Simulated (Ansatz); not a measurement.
The inner images of a band of AlH₆N (8 atoms, charge 0, multiplicity 1) are given out of order.

Level of theory: RKS PBE-D4/6-31G* (Ansatz).

First end point:

```xyz
8
Properties=species:S:1:pos:R:3
Al 0.022 -0.034 0.163
H 0.014 0.811 1.543
H 1.401 -0.070 -0.683
H -1.365 -0.128 -0.664
N 0.068 -1.972 0.959
H -0.327 -2.655 0.302
H 1.029 -2.266 1.171
H -0.474 -2.031 1.830
```

Last end point:

```xyz
8
Properties=species:S:1:pos:R:3
Al 0.150 -0.592 -0.832
H -0.371 -0.386 3.438
H 1.532 0.155 -1.135
H -1.255 -0.268 -1.526
N 0.180 -1.905 0.389
H -0.626 -2.468 0.659
H 1.016 -2.217 0.885
H -0.259 -0.665 2.747
```

Question: Put them in order from the first end to the last, with their energies above the first end.
A.
```xyz
8
Properties=species:S:1:pos:R:3
Al 0.005 -0.039 0.146
H -0.225 0.775 1.526
H 1.473 0.045 -0.531
H -1.267 -0.206 -0.841
N 0.087 -1.977 0.964
H -0.599 -2.608 0.533
H 1.014 -2.404 0.857
H -0.121 -1.933 1.969
```
B.
```xyz
8
Properties=species:S:1:pos:R:3
Al 0.086 -0.565 -0.219
H -0.259 0.215 1.993
H 1.449 0.251 -0.412
H -1.342 -0.060 -0.737
N 0.183 -2.206 0.525
H -0.621 -2.810 0.689
H 1.036 -2.629 0.885
H -0.163 -0.542 1.899
```
C.
```xyz
8
Properties=species:S:1:pos:R:3
Al 0.112 -0.620 -0.513
H -0.361 0.254 2.906
H 1.467 0.218 -0.663
H -1.332 -0.150 -1.015
N 0.219 -2.213 0.300
H -0.570 -2.841 0.451
H 1.079 -2.626 0.659
H -0.246 -0.369 2.499
```
D.
```xyz
8
Properties=species:S:1:pos:R:3
Al 0.101 -0.628 -0.324
H -0.326 0.405 2.399
H 1.456 0.213 -0.451
H -1.347 -0.109 -0.767
N 0.213 -2.282 0.356
H -0.582 -2.904 0.498
H 1.073 -2.719 0.687
H -0.221 -0.322 2.226
```
E.
```xyz
8
Properties=species:S:1:pos:R:3
Al 0.037 -0.357 -0.065
H -0.245 0.072 1.716
H 1.450 0.284 -0.454
H -1.355 -0.084 -0.806
N 0.149 -2.063 0.814
H -0.604 -2.752 0.766
H 1.045 -2.529 0.977
H -0.110 -0.917 1.674
```
F.
```xyz
8
Properties=species:S:1:pos:R:3
Al -0.003 -0.117 0.044
H -0.262 0.365 1.599
H 1.464 0.219 -0.526
H -1.322 -0.125 -0.878
N 0.127 -2.010 0.899
H -0.618 -2.699 0.751
H 1.030 -2.493 0.955
H -0.048 -1.488 1.778
```
G.
```xyz
8
Properties=species:S:1:pos:R:3
Al 0.126 -0.593 -0.679
H -0.353 -0.074 3.217
H 1.487 0.222 -0.883
H -1.299 -0.197 -1.290
N 0.200 -2.069 0.333
H -0.594 -2.679 0.533
H 1.046 -2.434 0.770
H -0.244 -0.523 2.622
```

Answer: A (+1.7 kJ/mol), F (+26.6 kJ/mol), E (+128.2 kJ/mol), B (+74.1 kJ/mol), D (+57.9 kJ/mol), C (+55.8 kJ/mol), G (+54.9 kJ/mol).

Time of the run: 120 s on 1 thread of Arm Neoverse V2, with other jobs on the host, peak memory 0.092 GiB.
